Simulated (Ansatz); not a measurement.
# Os (hcp): energy against volume

Method: DFT, BLYP, plane waves (420 eV) with PAW, scalar-relativistic (Ansatz 0.2.0). The PAW files were generated under PBE, with cores re-solved for the functional.

The cell is scaled uniformly from the relaxed one, with fractional coordinates and shape fixed. Energies are extrapolated to zero smearing, pressures are those at the given smearing. Magnetic state: spin not included.

A Birch-Murnaghan fit gives V₀ = 14.90 Å³/atom, B₀ = 345 GPa, B₀′ = 4.9.

Q: What are the energy above the minimum and the pressure at 13.717 Å³/atom?

A: 119.8 meV/atom and 35.27 GPa as computed.

Q: What are the energy above the minimum and the pressure at 15.506 Å³/atom?

A: 24.2 meV/atom and -12.24 GPa as computed.

Q: What are the energy above the minimum and the pressure at 16.699 Å³/atom?

A: 186.0 meV/atom and -29.42 GPa as computed.
